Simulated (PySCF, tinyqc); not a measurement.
FCI on RHF in the sto-3g basis, frozen core, for HF, spin multiplicity 1, step by step. The lowest restricted solution is unstable here: a spin-polarised one lies 0.1548 hartree lower (PySCF). One step of it, computed by the program tinyqc.

Problem. FCI: determinants and Hamiltonian. Slater-Condon rules over spin orbitals, with the nuclear repulsion and the energy of the frozen orbital added and E(HF) subtracted on the diagonal. Only determinants linked to the reference directly or through others are kept (one block of an abelian symmetry group), so some states are absent.

one-electron integrals dressed by the frozen orbital, h + 2 (pq|11) - (p1|1q) (hartree), lower triangle:
```
,2,3,4,5,6
2,-6.651689
3,0.000000,-5.986546
4,0.000000,0.000000,-5.986546
5,0.136977,0.000000,0.000000,-4.402228
6,0.222025,0.000000,0.000000,1.756957,-4.079704
```

energy of the frozen orbital, 2 h_11 + (11|11) = -75.23077491 hartree

Two-electron integrals over orbitals (pq|rs), unique and non-zero (hartree); the lowest 1 orbital is frozen and left out:
```
p,q,r,s,(pq|rs)
2,2,2,2,0.893683
3,2,3,2,0.194293
3,3,2,2,0.907505
3,3,3,3,0.997514
4,2,4,2,0.194293
4,3,4,3,0.053770
4,4,2,2,0.907505
4,4,3,3,0.889973
4,4,4,4,0.997514
5,2,2,2,-0.029984
5,2,3,3,-0.032264
5,2,4,4,-0.032264
5,2,5,2,0.108381
5,3,3,2,-0.010758
5,3,5,3,0.028729
5,4,4,2,-0.010758
5,4,5,4,0.028729
5,5,2,2,0.615900
5,5,3,3,0.602907
5,5,4,4,0.602907
5,5,5,2,0.000548
5,5,5,5,0.592475
6,2,2,2,-0.034072
6,2,3,3,-0.035295
6,2,4,4,-0.035295
6,2,5,2,-0.094345
6,2,5,5,-0.014378
6,2,6,2,0.092173
6,3,3,2,-0.011473
6,3,5,3,-0.026211
6,3,6,3,0.026617
6,4,4,2,-0.011473
6,4,5,4,-0.026211
6,4,6,4,0.026617
6,5,2,2,-0.308342
6,5,3,3,-0.302815
6,5,4,4,-0.302815
6,5,5,2,0.040961
6,5,5,5,-0.075780
6,5,6,2,0.011644
6,5,6,5,0.293523
6,6,2,2,0.584595
6,6,3,3,0.573260
6,6,4,4,0.573260
6,6,5,2,0.021213
6,6,5,5,0.591363
6,6,6,2,-0.029125
6,6,6,5,-0.035686
6,6,6,6,0.602953
```

nuclear repulsion = 2.60964104 hartree

Hartree-Fock energy = -98.30356492 hartree

Give: determinants; H - E(HF) between determinants.

Solution.

Occupation strings over the orbitals (2 doubly, a alpha, b beta, 0 empty; spin orbitals ordered 1a 1b 2a 2b ...): 222220 2222ab 2a222b 2222ba 2b222a 222202 2a22b2 222022 220222 2b22a2 202222

H - E(HF) between determinants (hartree), lower triangle:
```
,222220,2222ab,2a222b,2222ba,2b222a,222202,2a22b2,222022,220222,2b22a2,202222
222220,0.0000
2222ab,0.0000,0.1606
2a222b,0.0000,-0.0096,1.0271
2222ba,0.0000,-0.2935,-0.0116,0.1606
2b222a,0.0000,-0.0116,-0.0922,-0.0096,1.0271
222202,0.2935,0.0401,-0.0410,-0.0401,0.0410,0.3340
2a22b2,-0.0116,0.0410,-0.2727,-0.0147,0.0943,0.0302,1.2306
222022,0.0266,0.0262,0.0115,-0.0262,-0.0115,0.0287,0.0108,0.5434
220222,0.0266,0.0262,0.0115,-0.0262,-0.0115,0.0287,0.0108,0.0538,0.5434
2b22a2,0.0116,-0.0147,0.0943,0.0410,-0.2727,-0.0302,-0.1084,-0.0108,-0.0108,1.2306
202222,0.0922,0.0943,0.0049,-0.0943,-0.0049,0.1084,0.0608,0.1943,0.1943,-0.0608,2.3815
```
